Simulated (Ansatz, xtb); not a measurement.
CH5N2−: which of two isomers lies lower

We compare I, `C[N-]N`, a singlet, with II, `CN[NH-]`, a singlet. Both are isolated ions in the gas phase, relaxed with r2SCAN-D4/def2-SVPD; the shapes shown needn't be the lowest conformers.

I (Å):

| atom | x (Å) | y (Å) | z (Å) |
| --- | --- | --- | --- |
| C | -1.2686 | -0.7937 | -1.5013 |
| N | -0.5478 | -0.1319 | -2.4969 |
| N | 0.8448 | -0.4649 | -2.2424 |
| H | -0.9685 | -0.5684 | -0.4192 |
| H | -1.1978 | -1.9532 | -1.5327 |
| H | -2.3486 | -0.5623 | -1.5950 |
| H | 1.3660 | -0.0139 | -2.9977 |
| H | 0.9908 | -1.4904 | -2.4391 |

II (Å):

```xyz
8

C    -1.1689   -0.8198   -1.7613
N    -0.0261   -0.0989   -2.2706
N     1.1601   -0.3144   -1.5197
H    -1.3798   -0.4682   -0.7354
H    -0.9948   -1.9292   -1.6795
H    -2.0689   -0.6574   -2.4021
H     0.0667   -0.3464   -3.2750
H     1.3519   -1.3427   -1.5772
```

Estimate E(II) − E(I) at the level CCSD(T)/def2-SVPD + ΔMP2/def2-TZVPPD.

Too close to call at this level: CCSD(T)/def2-SVPD + ΔMP2/def2-TZVPPD gives E(II) − E(I) = +0.64 kcal/mol.

How the difference moves with the method:

```tsv
level	geometry	E(II) − E(I) (kcal/mol)	departure from the last row (kcal/mol)	job, with rough time for the two
GFN2-xTB	GFN2-xTB	+7.32	+6.68	optimisation, 0.068 s
HF/STO-3G	GFN2-xTB	+7.18	+6.54	single point, 0.16 s
r2SCAN-D4/def2-SVPD//GFN2-xTB	GFN2-xTB	+1.89	+1.24	single point, 2.7 s
r2SCAN-D4/def2-SVPD	r2SCAN-D4/def2-SVPD	+1.71	+1.07	optimisation, 20 s
HF/def2-SVPD	r2SCAN-D4/def2-SVPD	−0.06	−0.71	part of the CCSD(T) run
MP2/def2-SVPD	r2SCAN-D4/def2-SVPD	+0.30	−0.34	part of the CCSD(T) run
CCSD(T)/def2-SVPD	r2SCAN-D4/def2-SVPD	+0.23	−0.41	single point
CCSD(T)/def2-SVPD + ΔMP2/def2-TZVPPD	r2SCAN-D4/def2-SVPD	+0.64		single point, 16 s
```

As drawn, both hold the same kinds of bond in the same numbers.

The largest departure from CCSD(T)/def2-SVPD + ΔMP2/def2-TZVPPD is that of GFN2-xTB, 6.68 kcal/mol. The last row adds to CCSD(T) the change of the MP2 difference between the two basis sets, here +0.41 kcal/mol.

With harmonic frequencies from r2SCAN-D4/def2-SVPD (ideal gas, rigid rotor, one conformer each, 298.15 K, 1 atm): on the last row, ΔE + ΔZPE = +1.47, ΔH = +1.34, ΔG = +1.63 kcal/mol.

The correlated steps freeze 3 core orbitals. Codes used: Ansatz 0.2.0, xtb 6.7.1; the last row on 2 threads of Arm Neoverse V1 on a shared host.
